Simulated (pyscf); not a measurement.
Single points on ωB97X-D3(BJ)/def2-SVP structures (PySCF, gas phase).

Problem. Estimate the classical barrier height and the reaction energy of `[O]=[P][OH]` + `[H][H]` → `[O]=[PH]` + `[OH2]` at ωB97M-D3(BJ)/def2-TZVP. The step runs on the singlet surface, breaks O–P, H–H and forms H–P, H–O; take the separated reactants as zero.

Solution. ΔE‡ = 2.22 eV, ΔE = +1.35 eV. Zero-point energy shifts the barrier by +0.11 eV. It is a four-centre exchange, with an imaginary mode of 1582i cm⁻¹. On the product side the descent ends in a complex (not fully relaxed), 0.34 eV under the separated species and 1.21 eV under the saddle at ωB97X-D3(BJ)/def2-TZVP. At the saddle there is also a short H–P contact that neither side keeps. This is the saddle that the search found; another between the same sides may lie lower.
